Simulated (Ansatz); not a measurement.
# CH6Si: the cost of one run

Program: Ansatz 0.2.0, Gaussian basis. Level of theory: PBE0-D4/def2-SVP. These are calculated values, not measurements.

## (1) The starting structure

The first end: 8 atoms, charge 0, spin multiplicity 1.

Atoms are counted from 1 here; the program's logs count them from 0.

Bond lengths: Si1–H2 1.488 Å, Si1–H3 1.488 Å, Si1–H4 1.488 Å, Si1–C5 1.871 Å, C5–H6 1.092 Å, C5–H7 1.092 Å, C5–H8 1.092 Å. Angles: H2–Si1–H3 108.2°, H2–Si1–H4 108.2°, H2–Si1–C5 110.7°, H3–Si1–H4 108.2°, H3–Si1–C5 110.7°, H4–Si1–C5 110.7°, Si1–C5–H6 110.8°, Si1–C5–H7 110.8°, Si1–C5–H8 110.8°, H6–C5–H7 108.1°, H6–C5–H8 108.1°, H7–C5–H8 108.1°.

Coordinates:

```xyz
8
CH6Si
Si   -0.2180   -0.8457   -0.1331
H    -1.5438   -0.9492   -0.8010
H     0.7909   -1.5195   -0.9950
H    -0.2901   -1.5800    1.1593
C     0.2435    0.9451    0.1486
H     1.2164    1.0225    0.6392
H     0.2972    1.4856   -0.7991
H    -0.4961    1.4411    0.7810
```

The second end:

```xyz
8
charge 0, multiplicity 1
Si   -1.0120   -0.5280    0.2322
H    -0.4517   -1.3706   -1.2432
H     0.2371   -1.4516   -0.8266
H    -0.1845   -1.4742    1.0891
C     0.1960    0.9540    0.1683
H     1.2618    0.7264    0.1738
H    -0.0303    1.6146   -0.6718
H    -0.0166    1.5293    1.0782
```

## (2) The band at PBE0-D4/def2-SVP

Contents of neb/in.yaml:

```yaml
crystal:
  periodic: [false, false, false]
  atoms:
    - {symbol: Si, position_ang: [-0.217969, -0.845740, -0.133101]}
    - {symbol: H, position_ang: [-1.543794, -0.949199, -0.800964]}
    - {symbol: H, position_ang: [0.790869, -1.519472, -0.995017]}
    - {symbol: H, position_ang: [-0.290127, -1.580003, 1.159253]}
    - {symbol: C, position_ang: [0.243510, 0.945083, 0.148582]}
    - {symbol: H, position_ang: [1.216375, 1.022533, 0.639165]}
    - {symbol: H, position_ang: [0.297158, 1.485603, -0.799061]}
    - {symbol: H, position_ang: [-0.496121, 1.441094, 0.781043]}
basis:
  gaussian: {orbitals: def2-SVP}
hamiltonian: {xc: pbe0, dispersion: d4}
neb:
  images: 5
  climbing: true
  max_iterations: 40
  initial_path: idpp
  final_atoms:
    - {symbol: Si, position_ang: [-1.011951, -0.528006, 0.232155]}
    - {symbol: H, position_ang: [-0.451684, -1.370568, -1.243226]}
    - {symbol: H, position_ang: [0.237119, -1.451637, -0.826622]}
    - {symbol: H, position_ang: [-0.184480, -1.474222, 1.089125]}
    - {symbol: C, position_ang: [0.196043, 0.954042, 0.168289]}
    - {symbol: H, position_ang: [1.261754, 0.726403, 0.173753]}
    - {symbol: H, position_ang: [-0.030296, 1.614595, -0.671820]}
    - {symbol: H, position_ang: [-0.016606, 1.529294, 1.078246]}
```

The run is started by

```bash
> ansatz run in.yaml --threads 2 --pin off --events-out ev --progress --plain --max-ram 4352MiB
```

**Question.** How long does this run take on 2 threads of Intel Xeon 6975P-C, shared host?

About 29 s.
